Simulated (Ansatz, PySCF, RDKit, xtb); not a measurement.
**Which structure has the formula Si2H5O+?, part 1 of 2**

Only the formula Si2H5O+ is given (charge +1). Aim: find the structure of lowest free energy at 400 K, then its properties.

Plan: many cheap relaxations first (GFN2-xTB), then density-functional screening, relaxation at BLYP-D3(BJ)/def2-SVP, vibrations and a final energy. The numbers are computed, not measured.

7 further runs of the same task are left out: 7 set aside as unsound or not needed.

**1. Possible bonding patterns**

A program enumerates the bonding patterns with one Lewis structure each (two rings at most, one unusual centre or charged pair), with their diastereomers. O–O, O–halogen and N–halogen bonds and N–N–N chains are not drawn. That gives 11 candidates.

```
label               SMILES     spin
 c107    [OH2+][SiH2][SiH]  triplet
 c253    [OH2+][SiH2][SiH]  singlet
 c284     [SiH][OH+][SiH3]  triplet
 c351   [OH2+][SiH]=[SiH2]  singlet
 c374        O[SiH+][SiH3]  singlet
 c422       O[SiH2][SiH2+]  singlet
 c481       [SiH2+]O[SiH3]  singlet
 c498     [OH2+][Si][SiH3]  singlet
 c766     [SiH][OH+][SiH3]  singlet
 c858  [OH+]1[SiH2][SiH2]1  singlet
 c968     [OH2+][Si][SiH3]  triplet
```

Candidates are built by distance geometry, with a force field where one applies, in up to four conformers (letters a to d). 16 starts with atoms placed at random are added, to find patterns that the rules miss.

**2. First filter: tight binding**

All 30 starts are relaxed the same way. One of them, c191 (atoms placed at random), in full:

The input, start.xyz:

```xyz
8
c191
O      0.666130    -0.970040     0.733040
Si    -2.340000    -0.249800    -0.213300
Si     0.202790     0.892030     0.457340
H      0.938030    -1.015440    -0.464960
H     -0.932380     0.055440     0.813000
H      1.218250     1.688210     0.065300
H     -1.189110     0.830800     1.821800
H     -0.536750     1.474980     1.239570
```

Run with:

```
$ xtb start.xyz --gfn 2 --opt --chrg 1
```

The program printed, cut to the lines that bear on the results:

```text
* xtb version 6.7.1
[...]
          :  # basis functions                  29          :
[...]
          :  # electrons                        18          :
[...]
          :  Hamiltonian                  GFN2-xTB          :
[...]
          :  net charge                          1          :
          :  unpaired electrons                  0          :
[...]
   *** convergence criteria satisfied after 17 iterations ***
[...]
   *** GEOMETRY OPTIMIZATION CONVERGED AFTER 79 ITERATIONS ***
[...]
   *** convergence criteria satisfied after 3 iterations ***
[...]
         ::                     SUMMARY                     ::
         :::::::::::::::::::::::::::::::::::::::::::::::::::::
         :: total energy              -9.630535714156 Eh    ::
         :: gradient norm              0.000444946616 Eh/a0 ::
         :: HOMO-LUMO gap              1.879318369556 eV    ::
         ::.................................................::
         :: SCC energy                -9.715956036315 Eh    ::
         :: -> isotropic ES            0.110877026031 Eh    ::
         :: -> anisotropic ES         -0.004797638568 Eh    ::
         :: -> anisotropic XC         -0.018018248038 Eh    ::
         :: -> dispersion             -0.003802952827 Eh    ::
         :: repulsion energy           0.085420322159 Eh    ::
         :: add. restraining           0.000000000000 Eh    ::
         :: total charge               1.000000000000 e     ::
         :::::::::::::::::::::::::::::::::::::::::::::::::::::
[...]
         9        2.0000           -0.5348820             -14.5549 (HOMO)
        10                         -0.4658184             -12.6756 (LUMO)
[...]
          | TOTAL ENERGY               -9.630535714156 Eh   |
          | GRADIENT NORM               0.000444946616 Eh/α |
          | HOMO-LUMO GAP               1.879318369556 eV   |
           -------------------------------------------------
[...]
```

Wall time 0.22 s (1 thread of Arm Neoverse V2, shared host).

**3. What the search left**

30 of the 30 relaxations converged; 6 ended on a minimum already found. 24 distinct structures remain, the lowest 22 here:

```
label             start             SMILES after     spin  energy (kcal/mol)           note
c481a             drawn        [SiH2][O][SiH3] ‡  singlet                0.0               
c374a             drawn            O[SiH+][SiH3]  singlet               37.4               
c422a             drawn           O[SiH2][SiH2+]  singlet               42.9               
c858a             drawn      [OH+]1[SiH2][SiH2]1  singlet               49.1               
 c685            random         [SiH][OH+][SiH3]  singlet               49.9               
 c109            random         [SiH][OH+][SiH3]  singlet               49.9               
c766a             drawn         [SiH][OH+][SiH3]  singlet               50.0               
 c815            random  [H][H].[SiH][O][SiH2] ‡  singlet               54.7     fell apart
 c789            random  [H][H].[SiH][O][SiH2] ‡  singlet               55.6     fell apart
 c002            random        [OH][Si].[SiH4] ‡  singlet               60.6     fell apart
 c519            random     [OH][SiH2][H][SiH] ‡  singlet               71.9      H-bridged
 c835            random     [OH][SiH2][H][SiH] ‡  singlet               72.3      H-bridged
 c125            random  [H][H].[OH][SiH][SiH] ‡  singlet               75.6     fell apart
 c191            random  [H][H].[OH][Si][SiH2] ‡  singlet               76.5     fell apart
c253a             drawn      [OH2].[SiH][SiH2] ‡  singlet               84.4  loosely bound
 c648  random and drawn      [OH2].[SiH][SiH2] ‡  singlet               86.1  loosely bound
 c598  random and drawn         [OH2+][Si][SiH3]  singlet               88.9               
 c514            random         [OH2+][Si][SiH3]  singlet               89.1               
 c871            random  [H][H].[SiH][OH][SiH] ‡  singlet              104.9     fell apart
c284a             drawn         [SiH][OH+][SiH3]  triplet              104.9               
c107b             drawn      [OH2].[SiH][SiH2] ‡  triplet              114.0     fell apart
c968a             drawn         [OH2+][Si][SiH3]  triplet              118.5
```

‡ marks the bonded skeleton alone, with all bonds drawn single: no Lewis structure was assigned that passes a check against the bond lengths.

GFN2-xTB has no spin polarisation, so it can't rank spin states and is rough for open shells.

**4. Single points on the low minima**

A choice of the minima (the low ones first, few conformers of a pattern, up to a cap) and the lowest that fell apart get a single point at r2SCAN-D4/def2-SVP on the tight-binding geometry, and one at HF/STO-3G for comparison. The lowest singlets are also tried as triplets at the same geometry (label ending in t). The first, c481a:

The input, input.yaml:

```yaml
crystal:
  periodic: [false, false, false]
  atoms:
    - {symbol: O, position_ang: [-2.600881, 1.071209, 1.608052]}
    - {symbol: Si, position_ang: [-2.759509, 0.932229, 3.141229]}
    - {symbol: Si, position_ang: [-2.409455, 1.221122, -0.144074]}
    - {symbol: H, position_ang: [-1.552597, 0.660661, 3.896064]}
    - {symbol: H, position_ang: [-4.099371, 1.084560, 3.670575]}
    - {symbol: H, position_ang: [-1.079974, 1.809234, -0.214578]}
    - {symbol: H, position_ang: [-2.533621, -0.180733, -0.515716]}
    - {symbol: H, position_ang: [-3.531693, 2.092148, -0.460488]}
basis:
  gaussian:
    orbitals: def2-SVP
total_charge: 1
hamiltonian:
  xc: {name: r2SCAN}
  dispersion: d4
scf:
  lower_state_search: off
output:
  orbitals: {seedname: orbitals}
```

Run with:

```
$ ansatz run input.yaml --threads 1 --pin off --max-ram 2610MiB --events-out events.jsonl --progress --plain --runs-dir runs
```

The program printed, cut to the lines that bear on the results:

```text
Warning: RAYON_NUM_THREADS=1 ignored (pool sized by the plan → 1); use --threads N
Functional definition: r2SCAN
  name "r2SCAN"
[...]
825 factors; their error is unknown
[...]
mean field -17867.58708948 eV, -656.6217144530 hartree, gradient 2.0e-6 eV, S^2 0.000000; 0 other end points of the search recorded, 0 dependent functions left out
reference -17867.58709987 eV, -656.6217148348 hartree; 20, 20 occupied and 55, 55 virtual orbitals, 825 factors
Total energy: -17867.61573845 eV, -656.6227672831 hartree
Checks for a lower state left out: stability, starts, cluster_reference, orbital_swaps, neighbouring_geometries, increment
```

It took 2.1 s on 1 thread of Arm Neoverse V2, shared host.

Relative energies in kcal/mol, each column from its lowest structure that stays in one piece:

```
 label                   SMILES     spin  GFN2-xTB  HF/STO-3G  r2SCAN-D4/def2-SVP
 c481a        [SiH2][O][SiH3] ‡  singlet       0.0        0.0                 0.0
 c858a      [OH+]1[SiH2][SiH2]1  singlet      49.1        4.8                12.0
 c374a            O[SiH+][SiH3]  singlet      37.4       10.6                15.5
 c422a           O[SiH2][SiH2+]  singlet      42.9       31.6                33.2
  c815  [H][H].[SiH][O][SiH2] ‡  singlet      54.7       59.9                51.4
c481at        [SiH2][O][SiH3] ‡  triplet         –          –               100.2
c374at            O[SiH+][SiH3]  triplet         –          –               103.1
c858at      [OH+]1[SiH2][SiH2]1  triplet         –          –               114.6
```

‡ marks the bonded skeleton alone, with all bonds drawn single: no Lewis structure was assigned that passes a check against the bond lengths.

**5. Patterns that tight binding lost**

Some ordinary bonding patterns rearranged or fell apart under GFN2-xTB. Their starts are relaxed at r2SCAN-D4/def2-SVP instead (label ending in r). The first, c351ar:

The input, input.yaml:

```yaml
crystal:
  periodic: [false, false, false]
  atoms:
    - {symbol: O, position_ang: [-2.885424, 0.444222, 2.761448]}
    - {symbol: Si, position_ang: [-2.369724, -0.009017, 1.210338]}
    - {symbol: Si, position_ang: [-3.129106, 1.604199, -0.289365]}
    - {symbol: H, position_ang: [-3.262546, 1.381298, 2.745536]}
    - {symbol: H, position_ang: [-2.111377, 0.487245, 3.389595]}
    - {symbol: H, position_ang: [-0.885632, 0.007045, 1.292842]}
    - {symbol: H, position_ang: [-3.978911, 2.401954, 0.587482]}
    - {symbol: H, position_ang: [-1.978515, 2.346812, -0.630359]}
basis:
  gaussian: {orbitals: def2-SVP}
output: {orbitals: {seedname: orbitals}}
magnetization: {spin_polarized: false, initial_magnetization: 0}
hamiltonian: {xc: r2scan, dispersion: d4}
total_charge: 1
relax: {f_tol: 0.01}
scf: {lower_state_search: off}
```

Run with:

```
$ ansatz run input.yaml --threads 1 --pin off --max-ram 2610MiB --events-out events.jsonl --progress --plain --runs-dir runs
```

The program printed, cut to the lines that bear on the results:

```text
Warning: RAYON_NUM_THREADS=1 ignored (pool sized by the plan → 1); use --threads N
[...]
[... 2 set-up lines as earlier in the session ...]
[...]
825 factors; their error is unknown
[...]
mean field -17863.44602235 eV, -656.4695330427 hartree, gradient 1.4e-6 eV, S^2 0.000000; 0 other end points of the search recorded, 0 dependent functions left out
[...]
reference -17863.44603151 eV, -656.4695333793 hartree; 20, 20 occupied and 55, 55 virtual orbitals, 825 factors
[...]
Atom 4 at    -2.165021     0.758022     3.630639 Å, force     0.000101    -0.000289    -0.000181 eV/Å
Atom 5 at    -0.837925    -0.180449     1.393736 Å, force     0.001414    -0.000682     0.002420 eV/Å
Atom 6 at    -3.894855     2.856045     0.326562 Å, force    -0.000164    -0.000269     0.000509 eV/Å
Atom 7 at    -2.402705     2.018816    -1.489250 Å, force    -0.000008     0.000222     0.000063 eV/Å
Dipole moment:    -0.097043    -0.075324     0.874983 e Å
Checks for a lower state left out: stability, starts, cluster_reference, orbital_swaps, neighbouring_geometries, increment
```

It took 67 s on 1 thread of Arm Neoverse V2, shared host.

Energies at r2SCAN-D4/def2-SVP after that relaxation, from the lowest structure of the screen (which was not relaxed at this level):

```
 label              SMILES     spin  energy (kcal/mol)
c351ar  [OH2+][SiH]=[SiH2]  singlet               45.0
```

**6. Refinement at BLYP-D3(BJ)/def2-SVP**

3 candidates are relaxed at BLYP-D3(BJ)/def2-SVP (chosen among the lowest in one piece). The first, c481a:

The input, input.yaml:

```yaml
crystal:
  periodic: [false, false, false]
  atoms:
    - symbol: O
      position_ang: [-2.600881, 1.071209, 1.608052]
    - symbol: Si
      position_ang: [-2.759509, 0.932229, 3.141229]
    - symbol: Si
      position_ang: [-2.409455, 1.221122, -0.144074]
    - symbol: H
      position_ang: [-1.552597, 0.660661, 3.896064]
    - symbol: H
      position_ang: [-4.099371, 1.084560, 3.670575]
    - symbol: H
      position_ang: [-1.079974, 1.809234, -0.214578]
    - symbol: H
      position_ang: [-2.533621, -0.180733, -0.515716]
    - symbol: H
      position_ang: [-3.531693, 2.092148, -0.460488]
basis:
  gaussian:
    orbitals: def2-SVP
relax:
  f_tol: 0.003
total_charge: 1
hamiltonian:
  xc: {name: BLYP}
  dispersion: d3bj
scf:
  lower_state_search: "off"
```

Run with:

```
$ ansatz run input.yaml --threads 1 --pin off --max-ram 2610MiB --events-out events.jsonl --progress --plain --runs-dir runs
```

The program printed, cut to the lines that bear on the results:

```text
Warning: RAYON_NUM_THREADS=1 ignored (pool sized by the plan → 1); use --threads N
[...]
Functional definition: BLYP
  name "BLYP"
[...]
825 factors; their error is unknown
[...]
mean field -17869.55596789 eV, -656.6940693999 hartree, gradient 3.3e-6 eV, S^2 0.000000; 0 other end points of the search recorded, 0 dependent functions left out
[...]
reference -17869.55628810 eV, -656.6940811675 hartree; 20, 20 occupied and 55, 55 virtual orbitals, 825 factors
[...]
Atom 4 at    -4.119701     1.081441     3.769297 Å, force     0.000107    -0.000139     0.000299 eV/Å
Atom 5 at    -1.061355     1.821515    -0.310587 Å, force     0.000223     0.000304     0.000752 eV/Å
Atom 6 at    -2.525874    -0.179745    -0.615315 Å, force     0.000155     0.000321    -0.001097 eV/Å
Atom 7 at    -3.533288     2.105712    -0.546831 Å, force     0.000233    -0.000050     0.000435 eV/Å
Dipole moment:    -0.084239    -0.067361     0.783604 e Å
Checks for a lower state left out: stability, starts, cluster_reference, orbital_swaps, neighbouring_geometries, increment
```

It took 9 s on 1 thread of Arm Neoverse V2, shared host.

Energy change by step (eV): 0.0000, -0.1215, -0.1324, -0.1327, -0.1328, -0.1328, -0.1328.

After the run. Bond lengths: O1–Si2 1.580 Å, O1–Si3 1.774 Å, Si2–H4 1.484 Å, Si2–H5 1.484 Å, Si3–H6 1.487 Å, Si3–H7 1.487 Å, Si3–H8 1.486 Å. Angles: Si2–O1–Si3 179.3°, O1–Si2–H4 118.5°, O1–Si2–H5 118.5°, O1–Si3–H6 104.4°, O1–Si3–H7 102.9°, O1–Si3–H8 104.6°, H4–Si2–H5 122.9°, H6–Si3–H7 114.3°, H6–Si3–H8 114.4°, H7–Si3–H8 114.3°.

**7. The relaxed candidates**

```
label     spin  r2SCAN-D4/def2-SVP (kcal/mol)  BLYP-D3(BJ)/def2-SVP, relaxed (kcal/mol)   time
c481a  singlet                            0.0                                       0.0    9 s
c374a  singlet                           15.5                                      14.2   45 s
c858a  singlet                           12.0                                      15.4  8.1 s
```

c481a: Bond lengths: O1–Si2 1.580 Å, O1–Si3 1.774 Å, Si2–H4 1.484 Å, Si2–H5 1.484 Å, Si3–H6 1.487 Å, Si3–H7 1.487 Å, Si3–H8 1.486 Å. Angles: Si2–O1–Si3 179.3°, O1–Si2–H4 118.5°, O1–Si2–H5 118.5°, O1–Si3–H6 104.4°, O1–Si3–H7 102.9°, O1–Si3–H8 104.6°, H4–Si2–H5 122.9°, H6–Si3–H7 114.3°, H6–Si3–H8 114.4°, H7–Si3–H8 114.3°.

c374a: Bond lengths: O1–Si2 1.627 Å, Si2–Si3 2.388 Å, O1–H4 0.983 Å, Si2–H5 1.499 Å, Si3–H6 1.493 Å, Si3–H7 1.493 Å, Si3–H8 1.489 Å. Angles: O1–Si2–Si3 115.5°, O1–Si2–H5 114.4°, Si3–Si2–H5 130.1°, Si2–O1–H4 125.8°, Si2–Si3–H6 102.8°, Si2–Si3–H7 102.8°, Si2–Si3–H8 103.6°, H6–Si3–H7 113.7°, H6–Si3–H8 115.7°, H7–Si3–H8 115.7°.

c858a: Bond lengths: O1–Si2 1.840 Å, O1–Si3 1.840 Å, Si2–Si3 2.297 Å, O1–H4 0.985 Å, Si2–H5 1.487 Å, Si2–H6 1.487 Å, Si3–H7 1.487 Å, Si3–H8 1.487 Å. Some angles: O1–Si2–Si3 51.4°, Si2–O1–Si3 77.2°, O1–Si3–Si2 51.4°, O1–Si2–H5 109.3°, O1–Si2–H6 109.3°, Si3–Si2–H5 121.4°, Si3–Si2–H6 121.4°, Si2–O1–H4 141.4°, Si3–O1–H4 141.4°, O1–Si3–H7 109.3°.

**8. Are they minima? Harmonic frequencies**

The lowest few in one piece go on as finalists. Harmonic vibrations at BLYP-D3(BJ)/def2-SVP test each finalist and give the zero-point energy and the thermal terms. The first, c481a:

The input, input.yaml:

```yaml
crystal:
  periodic: [false, false, false]
  atoms:
    - {symbol: O, position_ang: [-2.594250, 1.057281, 1.621894]}
    - {symbol: Si, position_ang: [-2.763316, 0.927230, 3.187313]}
    - {symbol: Si, position_ang: [-2.410612, 1.222986, -0.134442]}
    - {symbol: H, position_ang: [-1.558704, 0.654011, 4.009735]}
    - {symbol: H, position_ang: [-4.119701, 1.081441, 3.769297]}
    - {symbol: H, position_ang: [-1.061355, 1.821515, -0.310587]}
    - {symbol: H, position_ang: [-2.525874, -0.179745, -0.615315]}
    - {symbol: H, position_ang: [-3.533288, 2.105712, -0.546831]}
basis:
  gaussian:
    orbitals: def2-SVP
total_charge: 1
hamiltonian:
  xc: {name: BLYP}
  dispersion: d3bj
scf:
  lower_state_search: off
phonons: {}
```

Run with:

```
$ ansatz run input.yaml --threads 1 --pin off --max-ram 2610MiB --events-out events.jsonl --progress --plain --runs-dir runs
```

The program printed, cut to the lines that bear on the results:

```text
Warning: RAYON_NUM_THREADS=1 ignored (pool sized by the plan → 1); use --threads N
[... 2 set-up lines as earlier in the session ...]
[...]
825 factors; their error is unknown
[...]
mean field -17869.69585286 eV, -656.6992100779 hartree, gradient 1.4e-6 eV, S^2 0.000000; 0 other end points of the search recorded, 0 dependent functions left out
[...]
reference -17869.69617782 eV, -656.6992220198 hartree; 20, 20 occupied and 55, 55 virtual orbitals, 825 factors
[...]
825 factors; their error is unknown
[...]
WARN: phonons: modes at or below zero, which the zero-point energy, F, S and C_V leave out: 1, the lowest at -32.47 cm⁻¹. A minimum has none, and a first-order saddle one
[...]
Atom 5 at    -1.061355     1.821515    -0.310587 Å, force     0.000225     0.000303     0.000752 eV/Å
Atom 6 at    -2.525874    -0.179745    -0.615315 Å, force     0.000156     0.000312    -0.001100 eV/Å
Atom 7 at    -3.533288     2.105712    -0.546831 Å, force     0.000238    -0.000054     0.000437 eV/Å
Dipole moment:    -0.084239    -0.067362     0.783605 e Å
Vibrations: -32.47 63.16 149.41 478.04 665.99 672.34 673.90 688.06 901.61 909.44 919.11 947.28 1179.95 2222.03 2224.42 2255.28 2259.46 2292.60 cm⁻¹, zero-point energy 1.208976 eV
Checks for a lower state left out: stability, starts, cluster_reference, orbital_swaps, neighbouring_geometries, increment
```

It took 51 s on 1 thread of Arm Neoverse V2, shared host.

**9. c481a is a saddle point: moving off it**

The lowest mode of c481a is imaginary, 32i cm⁻¹. The structure is pushed 0.25 Å along it and relaxed again.

The input, input.yaml:

```yaml
basis:
  gaussian:
    orbitals: def2-SVP
crystal:
  periodic: [false, false, false]
  atoms:
    - {symbol: O, position_ang: [-2.549684, 1.057110, 1.626592]}
    - {symbol: Si, position_ang: [-2.772330, 0.924916, 3.186402]}
    - {symbol: Si, position_ang: [-2.428410, 1.226562, -0.129657]}
    - {symbol: H, position_ang: [-1.630046, 0.415395, 4.017134]}
    - {symbol: H, position_ang: [-4.112759, 1.337774, 3.748930]}
    - {symbol: H, position_ang: [-1.137412, 1.955984, -0.332101]}
    - {symbol: H, position_ang: [-2.395562, -0.196910, -0.605287]}
    - {symbol: H, position_ang: [-3.643209, 1.987446, -0.543992]}
total_charge: 1
magnetization:
  spin_polarized: false
  initial_magnetization: 0
hamiltonian:
  xc: {name: BLYP}
  dispersion: d3bj
scf:
  lower_state_search: off
relax:
  f_tol: 0.003
```

Run with:

```
$ ansatz run input.yaml --threads 1 --pin off --max-ram 2610MiB --events-out events.jsonl --progress --plain --runs-dir runs
```

The program printed, cut to the lines that bear on the results:

```text
Warning: RAYON_NUM_THREADS=1 ignored (pool sized by the plan → 1); use --threads N
[...]
[... 2 set-up lines as earlier in the session ...]
[...]
825 factors; their error is unknown
[...]
mean field -17869.68274794 eV, -656.6987284808 hartree, gradient 2.4e-6 eV, S^2 0.000000; 0 other end points of the search recorded, 0 dependent functions left out
[...]
reference -17869.68307248 eV, -656.6987404074 hartree; 20, 20 occupied and 55, 55 virtual orbitals, 825 factors
[...]
Atom 4 at    -4.028492     1.485224     3.743521 Å, force    -0.001140     0.000599     0.000556 eV/Å
Atom 5 at    -1.201952     2.037277    -0.326339 Å, force     0.000015     0.000023     0.000014 eV/Å
Atom 6 at    -2.311664    -0.182067    -0.628683 Å, force     0.000010    -0.000304    -0.000122 eV/Å
Atom 7 at    -3.689410     1.899493    -0.518582 Å, force     0.000023    -0.000055     0.000002 eV/Å
Dipole moment:    -0.116287    -0.048765     0.780508 e Å
Checks for a lower state left out: stability, starts, cluster_reference, orbital_swaps, neighbouring_geometries, increment
```

It took 35 s on 1 thread of Arm Neoverse V2, shared host.

The energy changes by -0.02 kcal/mol.

**10. Zero-point energy and free-energy terms**

At 400 K and 1 atm, ideal gas, rigid rotor and harmonic oscillator:

```
label               SMILES     spin  point group  lowest mode (cm⁻¹)  zero-point (kcal/mol)  G − E (kcal/mol)
c481a       [SiH2+]O[SiH3]  singlet           Cs                  39                   27.9               0.7
c374a        O[SiH+][SiH3]  singlet           Cs                  35                   28.6               1.8
c858a  [OH+]1[SiH2][SiH2]1  singlet          C2v                 194                   29.4               5.0
```

(Continued in part 2 of 2.)
